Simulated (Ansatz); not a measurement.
Basis-set series for ClH4PSi (`P[SiH2]Cl`). The species carries charge 0 and has multiplicity 1. The geometry is a stationary point of PBE0-D4/def2-TZVP. It is one conformer, not always the lowest.

| functional | basis | functions | energy (Eh) | HOMO (eV) | LUMO (eV) |
| --- | --- | --- | --- | --- | --- |
| PBE0-D4 | def2-SVP | 74 | -1092.74900 | -7.83 | 0.17 |
| PBE0-D4 | def2-QZVPP | 330 | -1093.16772 | -7.90 | -0.28 |
| ωB97M-V | def2-SVP | 74 | -1093.07229 | -9.88 | 2.20 |
| ωB97M-V | def2-QZVPP | 330 | -1093.48903 | -9.99 | 1.36 |

**Question.** Give the rows for def2-TZVPP. (Estimate.)

**Answer.** Computed: 
```
functional       basis  functions  energy (Eh)  HOMO (eV)  LUMO (eV)
   PBE0-D4  def2-TZVPP        182  -1093.13342      -7.88      -0.15
   ωB97M-V  def2-TZVPP        182  -1093.45651      -9.97       1.71
```

Positive LUMOs are unbound and depend on the basis.
